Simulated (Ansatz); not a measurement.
## What a trial cell of Ge₃Br relaxes into

Computed with DFT r2SCAN, scalar-relativistic, plane waves, PAW in Ansatz. Cutoff 500 eV, Γ-centred k mesh, Gaussian smearing, no spin polarisation in the final step.

The start puts Ge₃Br on the Ni3Sn (D0_19) structure type (P6_3/mmc, No. 194), with Br in place of Sn, Ge in place of Ni, at a guessed volume.

```
Ge Br
1.0
     6.23061    0.00000    0.00000
    -3.11530    5.39586    0.00000
     0.00000    0.00000    5.00102
Ge Br
6 2
Direct
  0.83300 0.66600 0.25000
  0.16700 0.83300 0.75000
  0.33400 0.16700 0.25000
  0.16700 0.33400 0.75000
  0.83300 0.16700 0.25000
  0.66600 0.83300 0.75000
  0.33333 0.66667 0.25000
  0.66667 0.33333 0.75000
```

Steps on the 6×6×8 mesh (8 atoms). 12 of 18 steps are shown, and the free energy counts from the last. Trial steps that were taken back and renewals of the plane-wave basis can be among the rows.

| step | ΔF (meV/atom) | V (Å³/atom) | P (GPa) | largest force component (eV/Å) |
| --- | --- | --- | --- | --- |
| 1 | 406.4 | 21.02 | 1.33 | 0.476 |
| 3 | 335.5 | 21.86 | 4.26 | 0.725 |
| 4 | 308.7 | 22.64 | 0.23 | 0.423 |
| 6 | 183.9 | 24.53 | 0.21 | 0.174 |
| 7 | 115.1 | 24.81 | 0.50 | 0.148 |
| 9 | 60.5 | 25.20 | 0.59 | 0.183 |
| 10 | 55.8 | 25.30 | -0.55 | 0.037 |
| 12 | 9.4 | 23.64 | 0.18 | 0.118 |
| 13 | 7.8 | 23.84 | 0.11 | 0.009 |
| 15 | 1.1 | 23.91 | 0.49 | 0.003 |
| 16 | 0.1 | 24.35 | -0.07 | 0.014 |
| 18 | 0.0 | 24.33 | 0.01 | 0.002 |

A final relaxation ran on a 6×6×10 mesh. The relaxed crystal, P6_3/mmc (No. 194):

Space group P6_3/mmc (No. 194). a = 7.772 Å, b = 7.772 Å, c = 3.689 Å, α = 90.00°, β = 90.00°, γ = 120.00°
| atom | site | symmetry | x | y | z |
| --- | --- | --- | --- | --- | --- |
| Ge | 6h | mm2 | 0.8595 | 0.7190 | 0.2500 |
| Br | 2c | -6m2 | 0.3333 | 0.6667 | 0.2500 |

```yaml
Volume_per_atom: 24.12 Å³
Density: 5.13 g/cm³
Energy_over_the_elements: 0.30 eV/atom
Gap_on_the_6×6×10_mesh: 0 eV (a metal)
```

The zero of energy is the elements' standard structures at the same level; no fitted shifts are applied.

The final run used a 6×6×10 mesh on its 8-atom cell and 0.10 eV smearing. For metals, differences of a few meV/atom aren't resolved.

Symmetry constrained the relaxation, so the result can be a saddle point.

Cost: 3 runs of about 16 core-minutes in all, on Arm Neoverse V2 (shared hosts).